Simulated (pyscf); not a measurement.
H₂B–OH (SMILES BO) + H₂C=CH₂ (SMILES C=C) → H₃C–CH₂–BH–OH (SMILES CCBO) (addition across a multiple bond or ene-type step; singlet surface; B–H broken, B–C, C–H formed). PySCF, gas phase, ωB97X-D3(BJ)/def2-SVP geometries. Correlated levels are frozen-core, on RHF or UHF. ΔMP2 is the change of the MP2 total energy from the triple- to the quadruple-zeta basis. Energies in kcal/mol from the separated reactants.

```csv
level,barrier,reaction energy
ωB97X-D3(BJ)/def2-TZVP,10.7,-38.7
r²SCAN/def2-TZVP,5.6,-38.4
ωB97M-D3(BJ)/def2-TZVP,11.3,-36.8
HF/def2-TZVP,32.0,-29.1
MP2/def2-QZVPP,___,-37.9
CCSD/def2-TZVPP,16.1,-35.1
CCSD(T)/def2-TZVPP + ΔMP2(QZVPP),___,___
```

**Question.** What belongs in the gaps?

**Answer.** 
- MP2/def2-QZVPP, barrier: 10.1
- CCSD(T)/def2-TZVPP + ΔMP2(QZVPP), barrier: 13.5
- CCSD(T)/def2-TZVPP + ΔMP2(QZVPP), reaction energy: -35.5

Of the functionals in the table, ωB97M-D3(BJ) is closest to CCSD(T)/def2-TZVPP + ΔMP2(QZVPP) in the barrier (2.2 kcal/mol apart) and r²SCAN least close (7.9 kcal/mol); that level has limits of its own. At the saddle there is also a short B–C contact that neither side keeps. H₃C–CH₂–BH–OH lies 13.7 kcal/mol over its isomer H₃C–B(CH₃)–OH, and others may lie lower still (electronic energy, ωB97M-D3(BJ)). One saddle was located; it need not be the lowest between these sides. The CCSD(T) − MP2 part came from Ansatz, without density fitting, on the same reference.
